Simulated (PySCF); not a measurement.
C₃H₄, SMILES C=C=C (connectivity only; charge and spin as stated), charge +1, multiplicity 2. Atoms are numbered in the order given.

```xyz
7

C     -1.3142     0.0000     0.0000
C      0.0000     0.0000     0.0000
C      1.3142     0.0000     0.0000
H     -1.8758     0.8512    -0.3908
H     -1.8758    -0.8512     0.3908
H      1.8758    -0.8512    -0.3908
H      1.8758     0.8512     0.3908
```
Charge +1, spin multiplicity 2.

Geometry: TPSSh-D3(BJ)/def2-TZVP. The spin state was assumed, not searched.

Calculation: PySCF with PBE0/pcH-1.

Unrestricted Kohn–Sham, ⟨S²⟩ = 0.765. Hyperfine tensors hold the contact and dipolar terms, without spin-orbit corrections.

Computed hyperfine couplings:
```json
[
 {"nucleus": "13C no. 1", "A(iso) (MHz)": "12.6", "A(iso) (G)": "4.5", "dipolar principal values (MHz)": "-36.9, -32.6, 69.4"},
 {"nucleus": "13C no. 2", "A(iso) (MHz)": "-18.6", "A(iso) (G)": "-6.6", "dipolar principal values (MHz)": "-56.5, -15.8, 72.3"},
 {"nucleus": "13C no. 3", "A(iso) (MHz)": "12.6", "A(iso) (G)": "4.5", "dipolar principal values (MHz)": "-36.9, -32.6, 69.4"},
 {"nucleus": "1H no. 4", "A(iso) (MHz)": "34.1", "A(iso) (G)": "12.2", "dipolar principal values (MHz)": "-15.5, -8.7, 24.2"},
 {"nucleus": "1H no. 5", "A(iso) (MHz)": "34.1", "A(iso) (G)": "12.2", "dipolar principal values (MHz)": "-15.5, -8.7, 24.2"},
 {"nucleus": "1H no. 6", "A(iso) (MHz)": "34.1", "A(iso) (G)": "12.2", "dipolar principal values (MHz)": "-15.5, -8.7, 24.2"},
 {"nucleus": "1H no. 7", "A(iso) (MHz)": "34.1", "A(iso) (G)": "12.2", "dipolar principal values (MHz)": "-15.5, -8.7, 24.2"}
]
```

And the g tensor (effective nuclear charges for spin-orbit coupling, GIAO)? (The exact figures need the calculation; the answer reports its results.)

principal values 2.0023, 2.0026, 2.0029; isotropic 2.0026.
